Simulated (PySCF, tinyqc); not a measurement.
Inside a calculation. Method: harmonic frequencies on the RHF/sto-6g surface (energies and gradients from PySCF), for CH2, spin multiplicity 1. The lowest restricted solution is unstable here: a spin-polarised one lies 0.0267 hartree lower (PySCF). Computed by tinyqc, a small Python program that keeps every step (integrals from PySCF). Settings: charge = 0, multiplicity = 1, basis = sto-6g, delta = 0.01. Command: `OMP_NUM_THREADS=1 python tinyqc.py 20414 20415 out.jsonl` (the two numbers bound the seeds that draw the settings). One thread of a shared host (Intel(R) Xeon(R) Processor @ 2.60GHz), about 4 s of CPU time with the checks.

## One row of the Hessian: 1Cy

optimised positions (bohr), order 1C, 2H, 3H:
```
[[0.018796, -0.012286, -0.072500],
 [0.012367, 1.632392, 1.250450],
 [-0.029274, -1.621995, 1.291922]]
```

gradient at +delta (hartree/bohr), order 1C, 2H, 3H:
```
[[0.00006336, 0.00511872, 0.00003968],
 [0.00001048, -0.00262530, -0.00213235],
 [-0.00007384, -0.00249342, 0.00209267]]
```

gradient at -delta (hartree/bohr), order 1C, 2H, 3H:
```
[[-0.00006560, -0.00512819, 0.00006429],
 [-0.00001037, 0.00258949, 0.00208542],
 [0.00007596, 0.00253870, -0.00214971]]
```

Displace 1Cy by +/-0.01 bohr; H(k, :) = (g(+) - g(-)) / (2 delta).

row of the Hessian (hartree/bohr^2): [0.00644781, 0.51234565, -0.00123058, 0.00104250, -0.26073951, -0.21088854, -0.00749031, -0.25160614, 0.21211913]

## Hessian by finite differences

All rows are made in the same way, and the matrix is symmetrised.

Hessian (symmetrised) (hartree/bohr^2), order 1Cx, 1Cy, 1Cz, 2Hx, 2Hy, 2Hz, 3Hx, 3Hy, 3Hz:
```
[[0.00026046, 0.00644731, -0.00836317, -0.00004058, -0.00042031, 0.00143901, -0.00021886, -0.00602700, 0.00692417],
 [0.00644731, 0.51234565, -0.00123200, 0.00104242, -0.26073973, -0.21088258, -0.00748973, -0.25160637, 0.21211454],
 [-0.00836317, -0.00123200, 0.40834747, 0.00233594, -0.13932842, -0.19969081, 0.00602730, 0.14056043, -0.20865898],
 [-0.00004058, 0.00104242, 0.00233594, 0.00003880, 0.00009724, -0.00159369, 0.00000127, -0.00113966, -0.00074226],
 [-0.00042031, -0.26073973, -0.13932842, 0.00009724, 0.29234244, 0.17451078, 0.00032308, -0.03160250, -0.03518274],
 [0.00143901, -0.21088258, -0.19969081, -0.00159369, 0.17451078, 0.18495523, 0.00015465, 0.03637172, 0.01473673],
 [-0.00021886, -0.00748973, 0.00602730, 0.00000127, 0.00032308, 0.00015465, 0.00021708, 0.00716665, -0.00618194],
 [-0.00602700, -0.25160637, 0.14056043, -0.00113966, -0.03160250, 0.03637172, 0.00716665, 0.28320909, -0.17693173],
 [0.00692417, 0.21211454, -0.20865898, -0.00074226, -0.03518274, 0.01473673, -0.00618194, -0.17693173, 0.19392342]]
```

## Normal modes

masses (u): [12.000000, 1.007825, 1.007825]

Diagonalise H_ij / sqrt(m_i m_j); the 6 smallest eigenvalues belong to translations and rotations; wavenumber = sqrt(eigenvalue / 1822.888) x 219474.63; each mode has its largest component positive (the first on a tie); zero-point energy = sum of wavenumbers / 2, with 349.755 1/cm per kcal/mol.

eigenvalues of the mass-weighted Hessian (hartree/(bohr^2 u)): [-0.000016, 0.000000, 0.000000, 0.000000, 0.000001, 0.000006, 0.121398, 0.432283, 0.470348]

harmonic wavenumbers of the vibrations (1/cm): [1791.1, 3379.8, 3525.4]

mass-weighted modes, order 1Cx, 1Cy, 1Cz, 2Hx, 2Hy, 2Hz, 3Hx, 3Hy, 3Hz:
```
[[0.006099, 0.004681, -0.003856],
 [-0.003909, -0.003090, -0.301270],
 [-0.300695, -0.230891, 0.003908],
 [-0.016033, -0.000904, -0.002053],
 [-0.423831, 0.566085, 0.525207],
 [0.524299, 0.391336, 0.422479],
 [-0.005012, -0.015249, 0.015359],
 [0.437319, -0.555421, 0.514363],
 [0.513302, 0.405384, -0.435966]]
```

zero-point energy = 12.431965 kcal/mol
